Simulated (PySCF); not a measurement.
Compound: benzvalene, C6H6.
Numbering: `[CH:1]1=[CH:2][C@H:3]2[C@H:4]3[C@@H:5]1[C@@H:6]23` (hydrogens: H7 on C1; H8 on C2; H9 on C3; H10 on C4; H11 on C5; H12 on C6)

Level: B3LYP/def2-SVPD in PySCF, non-relativistic, on one gas-phase PBE0-D3(BJ)/def2-SVP geometry that isn't relaxed in the solvent. The solvent is an IEF-PCM continuum (Bondi radii, 1.10 Å for H, scaled by 1.2), and excitations are vertical TDDFT with non-equilibrium linear response and a frozen core. Specific hydrogen bonds and non-electrostatic terms are outside this model.

Gas-phase singlets (H = HOMO, L = LUMO):

```
state  E (eV)  λ (nm)      f  leading configurations
   S1   5.547     224  0.052                 H→L 96%
   S2   6.031     206  0.032               H→L+1 97%
   S3   6.206     200  0.000               H-1→L 99%
   S4   6.550     189  0.003               H→L+3 97%
   S5   6.557     189  0.000               H→L+2 99%
```

Problem. What are the lowest 5 singlets in benzene (ε = 2.271)?

Solution. 
```
state  E (eV)  λ (nm)      f  leading configurations  change by rank (eV)
   S1   5.465     227  0.073                 H→L 97%               -0.082
   S2   6.101     203  0.046               H→L+1 96%               +0.070
   S3   6.173     201  0.000               H-1→L 99%               -0.033
   S4   6.574     189  0.003               H→L+3 96%               +0.024
   S5   6.634     187  0.000               H→L+2 99%               +0.077
```

Problem. The ground-state energy changes by -0.044 eV from gas to benzene. By how much does the total energy of gas-phase S1 change?

Solution. E(S1) = E(S0) + excitation energy, so it changes by -0.044 − 0.082 = -0.126 eV: it is lowered more than the ground state, which is what a red shift means. This is the vertical state, with the slow part of the continuum still set for S0.

Problem. How do the frontier levels move from gas to benzene?

Solution. 
| orbital | gas (eV) | solvent (eV) | change (eV) |
| --- | --- | --- | --- |
| LUMO+2 | 1.33 | 1.40 | +0.07 |
| LUMO+1 | 0.79 | 0.88 | +0.09 |
| LUMO | -0.02 | -0.03 | -0.01 |
| HOMO | -6.10 | -6.10 | 0.00 |
| HOMO-1 | -7.56 | -7.54 | +0.02 |
| HOMO-2 | -8.34 | -8.30 | +0.04 |
| HOMO-3 | -9.83 | -9.80 | +0.03 |

The HOMO–LUMO gap goes from 6.07 to 6.07 eV.
